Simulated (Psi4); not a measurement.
Psi4 input (wB97X-D/6-311+G**):

```
memory 1500 MB

molecule {
-1 1
C    -0.11694774    1.03088931   -0.00007554
C     1.22198947    1.09440150    0.02281699
Cl   -0.60067191   -0.88892025   -0.01186726
H     1.92742678    0.26300953    0.03327278
H     1.65374524    2.09688986    0.03202189
symmetry c1
no_reorient
no_com
}

set {
  basis 6-311+G**
  reference rks
  scf_type pk
  dft_radial_points 99
  dft_spherical_points 590
  e_convergence 1e-8
  d_convergence 1e-7
  maxiter 150
}

e = energy('wb97x-d')
print_out(f'\nFINAL {e:.10f} DIPOLE {variable("CURRENT DIPOLE")[0]:.6f} {variable("CURRENT DIPOLE")[1]:.6f} {variable("CURRENT DIPOLE")[2]:.6f}\n')
```

What final total energy does it give?

-537.56703 Eh.
